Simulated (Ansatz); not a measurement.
**Worked example: correlation energy of BH$_{2}$⁻, singlet**

Geometry: a PBE0/def2-TZVPD stationary point for this spin, not checked as a minimum.

```xyz
3

B     0.0000   -0.1234    0.0000
H     0.0000    0.6616   -0.9691
H     0.0000    0.6616    0.9691
```

Basis 6-31++G** (Cartesian d functions); Ansatz 0.2.0. Correlated methods freeze the noble-gas cores, which leaves 6 electrons in 30 orbitals. R marks a restricted (for open shells ROHF) determinant.

Full CI is exact within this basis and frozen core; it isn't the basis-set limit.

Runs differ by some tens of microhartree through their thresholds, so steps under 0.03 kcal/mol mean nothing.

```json
{"level": "RHF", "total energy (hartree)": "-25.712570"}
{"level": "RMP2", "total energy (hartree)": "-25.807447"}
{"level": "RCCSD", "total energy (hartree)": "-25.830065"}
{"level": "RCCSD(T)", "total energy (hartree)": "-25.833363"}
{"level": "RCCSDT", "total energy (hartree)": "-25.834088"}
{"level": "RCCSDT(Q)", "total energy (hartree)": "-25.834219"}
{"level": "RCCSDTQ", "total energy (hartree)": "-25.834242"}
{"level": "full CI", "total energy (hartree)": "-25.834243"}
```

Q: What is the correlation energy at full CI, and what share of it do RMP2 and RCCSD recover?

A: E(corr) = -25.834243 − (-25.712570) = -0.121673 hartree = -3.311 eV. RMP2: -0.094877 / -0.121673 = 77.98 %. RCCSD: -0.117495 / -0.121673 = 96.57 %.

Q: By how many kcal/mol does RCCSD(T) miss full CI (1 hartree = 627.509 kcal/mol), and which steps make up the rest?

A: -25.833363 − (-25.834243) = 0.000880 hartree = 0.55 kcal/mol. Steps: RCCSDT − RCCSD(T) = -0.45, RCCSDT(Q) − RCCSDT = -0.08, RCCSDTQ − RCCSDT(Q) = -0.01, full CI − RCCSDTQ = 0.00 kcal/mol. That is within 1 kcal/mol of the reference in this basis, which itself misses far more of the correlation at the basis-set limit.
